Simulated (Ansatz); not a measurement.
Process, species as SMILES: CO (CH3-OH) + [H][H] (H2) → C (CH4) + O (H2O)
B3LYP-D3(BJ)/def2-TZVP geometries, fixed; electronic energies without zero-point terms.
Largest species:
```xyz
6

C     -0.0525     0.6636    -0.0008
O     -0.0399    -0.7570     0.0018
H     -1.0978     0.9691     0.0075
H      0.8740    -1.0577    -0.0054
H      0.4365     1.0833     0.8854
H      0.4213     1.0799    -0.8968
```
Charge 0, spin multiplicity 1.

Basis-set convergence of the energy of full hydrogenation at MP2 with Ansatz (a quantum-chemistry and plane-wave program). Cartesian d functions, on some or all atoms, in 6-31G*, 6-31+G*; all else is spherical. Cores are frozen. No added dispersion term, no relativity. Functions are those of the species that has most. Reference: Hartree-Fock in aug-cc-pVQZ plus the correlation part extrapolated as X^-3 from aug-cc-pVTZ and aug-cc-pVQZ, -31.05 kcal/mol, itself unsure by roughly 0.01 kcal/mol (a third of the extrapolation step and of the last Hartree-Fock step). Deviations are taken from unrounded values.

```csv
basis,functions,energy of full hydrogenation (kcal/mol),minus reference (kcal/mol)
pcseg-0,26,-26.17,4.88
def2-SV(P),36,-20.31,10.74
6-31G*,38,-24.58,6.47
6-31+G*,46,-26.33,4.73
pcseg-1,48,-29.94,1.11
def2-SVPD,75,-31.91,-0.86
aug-cc-pVDZ,82,-31.73,-0.68
def2-TZVP,86,-28.55,2.50
"6-311++G(2d,2p)",94,-31.97,-0.92
pcseg-2,116,-30.80,0.25
def2-TZVPP,118,-30.74,0.31
aug-pcseg-2,184,-30.99,0.06
aug-pcseg-3,366,-31.04,0.01
```

The smallest set listed that lies within 2 kcal/mol of the reference with all its larger relatives (same family, alike in diffuse functions; a set with none counts only in the reference's own line) is pcseg-1 (48 functions, 1.11 kcal/mol off). (Relatives not listed, tested too: def2-TZVPD 1.52, jun-cc-pV(T+d)Z -0.06, def2-TZVPPD -0.15, 6-311++G(3df,3pd) 0.06, aug-cc-pVTZ 0.03, def2-QZVP -0.04, def2-QZVPP -0.04, pcseg-3 -0.06, def2-QZVPPD -0.18, aug-cc-pVQZ 0.00 kcal/mol.)
